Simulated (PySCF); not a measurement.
HN2, SMILES N#[NH+], charge +1.

The structure is a stationary point at B3LYP-D3(BJ)/def2-TZVPD. The isomer is the one that the SMILES or the coordinates give; other isomers of the formula were not compared.

Lowest vertical singlet excitation by several levels in PySCF, with rough processor times relative to the cheapest run on one machine. Each run also gave further roots (ADC and EOM-CCSD ionised and attached states too); roots are paired by order and the bases differ. EOM-CCSD serves as a yardstick, not as the true value; all levels that ended soundly for this molecule are listed, with differences from unrounded values.

```csv
level,relative cost
TDDFT-PBE/def2-TZVPD,1
TDDFT-B3LYP/def2-TZVPD,2
EOM-CCSD/aug-cc-pVDZ,3
TDDFT-ωB97X/def2-TZVPD,3
ADC(3)/aug-cc-pVDZ,10
```

Q: Give S1 at each level and its distance from EOM-CCSD. (Estimate from the structure and the level; the computed values follow.)

A: 
```
level                   S1 (eV)  S1 minus EOM-CCSD (eV)
----------------------  -------  ----------------------
TDDFT-PBE/def2-TZVPD       9.90                   -0.51
TDDFT-B3LYP/def2-TZVPD     9.52                   -0.88
EOM-CCSD/aug-cc-pVDZ      10.40                    0.00
TDDFT-ωB97X/def2-TZVPD     9.48                   -0.93
ADC(3)/aug-cc-pVDZ         9.80                   -0.61
```

Q: Which is the cheapest level here that lands within 0.2 eV of EOM-CCSD?

A: No cheaper level does; only EOM-CCSD itself.
